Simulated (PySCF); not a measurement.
Atomic charges against the basis set

Isopropyl isocyanide, C4H7N.
Structure used (PBE0-D3(BJ)/def2-SVP), in Å, numbered top down from 1:
```xyz
12
C4H7N angstrom
C      0.149    2.723   -0.060
N      0.127    1.572    0.164
C      0.103    0.170    0.410
C      1.196   -0.519   -0.397
C     -1.285   -0.387    0.119
H      0.320    0.040    1.485
H      1.209   -1.595   -0.167
H      2.184   -0.099   -0.161
H      1.014   -0.395   -1.475
H     -1.318   -1.458    0.367
H     -1.532   -0.267   -0.947
H     -2.051    0.132    0.712
```

PBE0 throughout (PySCF), one geometry, spherical d and f functions. Geometry: PBE0-D3(BJ)/def2-SVP; no solvent, vibrations or thermal averaging. Atoms taken as equivalent share a column and are averaged.

Mulliken charges (e):

```csv
basis,functions,C1,N2,C3,C4/C5,H6,H7 (×6)
STO-3G,32,+0.018,-0.256,+0.036,-0.229,+0.108,+0.092
6-31G,59,-0.016,-0.341,-0.017,-0.468,+0.214,+0.182
pcSseg-0,59,+0.091,-0.499,-0.204,-0.576,+0.290,+0.246
6-31G*,84,-0.083,-0.183,-0.057,-0.519,+0.207,+0.192
def2-SVP,105,-0.184,-0.108,-0.038,-0.048,+0.071,+0.059
cc-pVDZ,105,-0.194,-0.053,-0.089,-0.037,+0.066,+0.057
"6-311+G(2d,p)",177,-0.362,+0.294,-0.177,-0.429,+0.132,+0.162
aug-cc-pVDZ,178,-0.696,+0.153,+0.109,+0.656,-0.303,-0.096
def2-TZVP,197,-0.265,+0.052,+0.005,-0.351,+0.115,+0.132
IGLO-III,245,+0.012,-0.219,0.000,-0.369,+0.156,+0.132
cc-pVTZ,248,-0.274,+0.035,+0.041,-0.272,+0.108,+0.106
```

IAO charges (e):

```csv
basis,functions,C1,N2,C3,C4/C5,H6,H7 (×6)
STO-3G,32,-0.052,-0.125,-0.057,-0.391,+0.154,+0.144
6-31G,59,-0.097,-0.125,-0.010,-0.432,+0.165,+0.155
pcSseg-0,59,-0.108,-0.111,-0.025,-0.422,+0.168,+0.153
6-31G*,84,-0.087,-0.136,+0.001,-0.414,+0.157,+0.149
def2-SVP,105,-0.106,-0.118,+0.003,-0.403,+0.155,+0.145
cc-pVDZ,105,-0.101,-0.125,+0.004,-0.413,+0.158,+0.148
"6-311+G(2d,p)",177,-0.112,-0.119,-0.001,-0.424,+0.163,+0.153
aug-cc-pVDZ,178,-0.113,-0.119,+0.002,-0.423,+0.162,+0.152
def2-TZVP,197,-0.109,-0.121,+0.001,-0.425,+0.162,+0.153
IGLO-III,245,-0.112,-0.120,-0.001,-0.426,+0.163,+0.153
cc-pVTZ,248,-0.106,-0.123,+0.001,-0.426,+0.162,+0.153
```

Hirshfeld charges (e):

```tsv
basis	functions	C1	N2	C3	C4/C5	H6	H7 (×6)
STO-3G	32	-0.102	-0.107	+0.112	-0.036	+0.030	+0.023
6-31G	59	-0.119	-0.071	+0.068	-0.096	+0.051	+0.044
pcSseg-0	59	-0.129	-0.048	+0.071	-0.100	+0.047	+0.043
6-31G*	84	-0.121	-0.068	+0.063	-0.095	+0.052	+0.044
def2-SVP	105	-0.129	-0.046	+0.058	-0.109	+0.053	+0.047
cc-pVDZ	105	-0.127	-0.049	+0.058	-0.106	+0.053	+0.046
6-311+G(2d,p)	177	-0.113	-0.077	+0.043	-0.108	+0.060	+0.051
aug-cc-pVDZ	178	-0.111	-0.072	+0.042	-0.117	+0.062	+0.052
def2-TZVP	197	-0.117	-0.069	+0.046	-0.112	+0.060	+0.051
IGLO-III	245	-0.113	-0.073	+0.043	-0.116	+0.061	+0.052
cc-pVTZ	248	-0.119	-0.063	+0.048	-0.114	+0.059	+0.050
```

Some averages cover members that differ in this geometry, most widely: H7 (×6), Mulliken in aug-cc-pVDZ -0.125 to -0.062 e.

Task: Which scheme is steadiest as the basis changes?

Result: Largest range over the bases for any column: IAO 0.06 e, Hirshfeld 0.08 e, Mulliken 1.23 e. IAO charges move least and Mulliken charges most, counted in e. Without the minimal STO-3G basis the ranges are IAO 0.03, Hirshfeld 0.03, Mulliken 1.23 e.

Task: How much do the charges still move between the two largest bases, IGLO-III and cc-pVTZ?

Result: At most, over all atoms: Mulliken 0.285 e, IAO 0.005 e, Hirshfeld 0.010 e.

Task: What do the same runs give for the total energy, the frontier levels and the dipole moment?

Result: 
```
        basis  energy (Eh)  HOMO (eV)  LUMO (eV)  μ (D)
       STO-3G    -208.4949      -5.73       4.65   3.37
        6-31G    -211.0256      -8.08       1.26   3.82
     pcSseg-0    -210.6132      -8.40       0.95   3.98
       6-31G*    -211.0840      -8.19       1.29   3.77
     def2-SVP    -210.9357      -8.36       0.87   3.99
      cc-pVDZ    -211.1004      -8.32       0.97   3.91
6-311+G(2d,p)    -211.1480      -8.62      -0.01   4.06
  aug-cc-pVDZ    -211.1129      -8.59      -0.30   4.06
    def2-TZVP    -211.1649      -8.59       0.52   4.01
     IGLO-III    -211.1698      -8.61       0.30   4.04
      cc-pVTZ    -211.1602      -8.54       0.59   3.97
```

The dipole is fixed by the density alone, so its range of 0.69 D shows that the density itself changes with the basis, not only its division among atoms.
